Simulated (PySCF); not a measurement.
Run record: excited-state job, phosphabenzene, `c1ccpcc1`.

Computed with TDDFT wB97X-D/def2-SVPD, vertical, gas phase, core orbitals frozen in the response (PySCF 2.14.0, density-fitted response routines). Geometry: GFN2-xTB. A driver script takes a list of jobs; this job's settings line and coordinates (Å) are shown.

Command:
```bash
OMP_NUM_THREADS=1 python probes_run.py task.json out
```

Input:
```
{"job": {"kind": "uv", "xc": "wB97X-D", "basis": "def2-SVPD", "nstates": 8, "ntriplets": 3}, "charge": 0, "multiplicity": 1}
C     -0.040792     1.143265    -0.059314
C     -1.231235     0.433938    -0.023260
C     -1.293785    -0.941906     0.043021
P      0.073302    -2.008064     0.093889
C      1.359496    -0.846078     0.039498
C      1.197716     0.521519    -0.028027
H     -0.079867     2.221954    -0.112895
H     -2.160058     0.990769    -0.048530
H     -2.269668    -1.412032     0.066520
H      2.366645    -1.244522     0.061094
H      2.083670     1.143828    -0.057960
```

Output:
```
coarse grid: 10160 points
cycle   1  E = -534.4752454450  dE =  1.103e+00  |g| = 1.963e-01  |ddm| = 7.535e+00
cycle   2  E = -534.4888521503  dE = -1.361e-02  |g| = 8.444e-02  |ddm| = 1.358e+00
cycle   3  E = -534.4906389260  dE = -1.787e-03  |g| = 3.633e-02  |ddm| = 3.274e-01
cycle   4  E = -534.4910022650  dE = -3.633e-04  |g| = 8.752e-03  |ddm| = 1.798e-01
cycle   5  E = -534.4910283618  dE = -2.610e-05  |g| = 2.407e-03  |ddm| = 3.153e-02
cycle   6  E = -534.4910304428  dE = -2.081e-06  |g| = 4.798e-04  |ddm| = 1.314e-02
final grid: 94832 points
cycle   7  E = -534.5625390340  dE = -6.798e-05  |g| = 3.521e-03  |ddm| = 1.796e-01
cycle   8  E = -534.5625417474  dE = -2.713e-06  |g| = 2.308e-03  |ddm| = 2.917e-02
cycle   9  E = -534.5625435160  dE = -1.769e-06  |g| = 7.376e-04  |ddm| = 8.670e-03
cycle  10  E = -534.5625437098  dE = -1.937e-07  |g| = 2.780e-04  |ddm| = 3.698e-03
cycle  11  E = -534.5625437411  dE = -3.128e-08  |g| = 8.836e-05  |ddm| = 1.220e-03
cycle  12  E = -534.5625437464  dE = -5.324e-09  |g| = 5.422e-05  |ddm| = 4.930e-04
cycle  13  E = -534.5625437480  dE = -1.605e-09  |g| = 9.832e-06  |ddm| = 2.879e-04
cycle  14  E = -534.5625437481  dE = -8.117e-11  |g| = 4.544e-06  |ddm| = 7.226e-05
converged SCF energy = -534.5625437481

Static polarisability (au): isotropic 79.536, principal 50.738 88.869 99.002

Singlet excitations
state   eV       nm        f      main configurations
  1   4.9388    251.0   0.00178   H->L+1 0.53, H-2->L 0.46
  2   5.1333    241.5   0.01838   H-1->L 0.98
  3   5.2675    235.4   0.13263   H->L 0.89, H-2->L+1 0.10
  4   5.7585    215.3   0.00000   H-1->L+1 0.98
  5   6.2096    199.7   0.26873   H-2->L 0.49, H->L+1 0.40
  6   6.3634    194.8   0.00002   H-3->L 0.98
  7   6.8190    181.8   0.47685   H-2->L+1 0.87, H->L 0.09
  8   7.0486    175.9   0.00301   H-3->L+1 0.97

Triplet excitations (Tamm-Dancoff, eV): 3.3416 4.2291 4.3300
```

The SCF starts on a coarse grid where the log names one; the energy can jump when the final grid takes over, and dE then counts from the start density on the new grid. H and L stand for HOMO and LUMO; the number after each pair is its weight.

**Question.** Which computed singlet has the largest oscillator strength, and what do all of them sum to?

**Answer.** State 7 at 6.82 eV (182 nm), f = 0.477; the 8 states sum to 0.901.

Summary of the converged run: HOMO -8.87 eV, LUMO 0.20 eV; lowest singlet 4.94 eV; lowest triplet 3.34 eV (Tamm–Dancoff); mean polarisability 79.5 au.

Time: 16 s (grids of density and orbitals included). Hardware: an x86-64 server with one thread (shared host).
Labels such as C1 count atoms from 1, the log's own numbers from 0.

Note: wB97X-D ran without an empirical dispersion term, which enters the total energy and its gradient alone.
